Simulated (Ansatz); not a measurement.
System (SMILES): [H][H] (H2).
Atoms: H1, H2. Bonds: H1-H2.

Basis-set convergence of the optimised H1-H2 bond length at HF with Ansatz (a program for electronic structure). All functions are spherical. The program fits the integrals of some runs and decomposes those of others, by size. No added dispersion term, no relativity. Reference: the value in aug-cc-pV5Z, 0.7336 Å. Deviations are taken from unrounded values.

```json
[
 {"basis": "cc-pVDZ", "functions": "10", "optimised H1-H2 bond length (Å)": "0.7480"},
 {"basis": "aug-cc-pVDZ", "functions": "18", "optimised H1-H2 bond length (Å)": "0.7481"},
 {"basis": "def2-SVP", "functions": "10", "optimised H1-H2 bond length (Å)": "0.7469"},
 {"basis": "def2-SVPD", "functions": "16", "optimised H1-H2 bond length (Å)": "0.7472"},
 {"basis": "pcseg-1", "functions": "10", "optimised H1-H2 bond length (Å)": "0.7407"},
 {"basis": "aug-pcseg-1", "functions": "18", "optimised H1-H2 bond length (Å)": "0.7414"},
 {"basis": "def2-TZVP", "functions": "12", "optimised H1-H2 bond length (Å)": "0.7351"},
 {"basis": "def2-TZVPD", "functions": "18", "optimised H1-H2 bond length (Å)": "0.7355"},
 {"basis": "def2-TZVPP", "functions": "28", "optimised H1-H2 bond length (Å)": "0.7344"},
 {"basis": "def2-TZVPPD", "functions": "34", "optimised H1-H2 bond length (Å)": "0.7345"},
 {"basis": "pcseg-2", "functions": "28", "optimised H1-H2 bond length (Å)": "0.7345"},
 {"basis": "aug-pcseg-2", "functions": "46", "optimised H1-H2 bond length (Å)": "0.7346"},
 {"basis": "cc-pVQZ", "functions": "60", "optimised H1-H2 bond length (Å)": "0.7337"},
 {"basis": "aug-cc-pVQZ", "functions": "92", "optimised H1-H2 bond length (Å)": "0.7338"},
 {"basis": "def2-QZVPP", "functions": "60", "optimised H1-H2 bond length (Å)": "0.7336"},
 {"basis": "def2-QZVPPD", "functions": "66", "optimised H1-H2 bond length (Å)": "0.7336"},
 {"basis": "pcseg-3", "functions": "66", "optimised H1-H2 bond length (Å)": "0.7337"},
 {"basis": "aug-pcseg-3", "functions": "98", "optimised H1-H2 bond length (Å)": "0.7337"},
 {"basis": "cc-pV5Z", "functions": "110", "optimised H1-H2 bond length (Å)": "0.7336"},
 {"basis": "aug-cc-pV5Z", "functions": "160", "optimised H1-H2 bond length (Å)": "0.7336"}
]
```

What the diffuse functions change, pair by pair:
- cc-pVDZ to aug-cc-pVDZ: 8 more functions, deviation 0.0144 to 0.0145 Å
- def2-SVP to def2-SVPD: 6 more functions, deviation 0.0133 to 0.0137 Å
- pcseg-1 to aug-pcseg-1: 8 more functions, deviation 0.0071 to 0.0079 Å
- def2-TZVP to def2-TZVPD: 6 more functions, deviation 0.0016 to 0.0019 Å
- def2-TZVPP to def2-TZVPPD: 6 more functions, deviation 0.0008 to 0.0009 Å
- pcseg-2 to aug-pcseg-2: 18 more functions, deviation 0.0009 to 0.0010 Å
- cc-pVQZ to aug-cc-pVQZ: 32 more functions, deviation 0.0002 to 0.0002 Å
- def2-QZVPP to def2-QZVPPD: 6 more functions, deviation 0.0000 to 0.0000 Å
- pcseg-3 to aug-pcseg-3: 32 more functions, deviation 0.0001 to 0.0001 Å
- cc-pV5Z to aug-cc-pV5Z: 50 more functions, deviation 0.0000 to 0.0000 Å

Leaving out the reference's own pair, they bring the value nearer the reference by more than 0.0001 Å in 0 of 9 pairs.
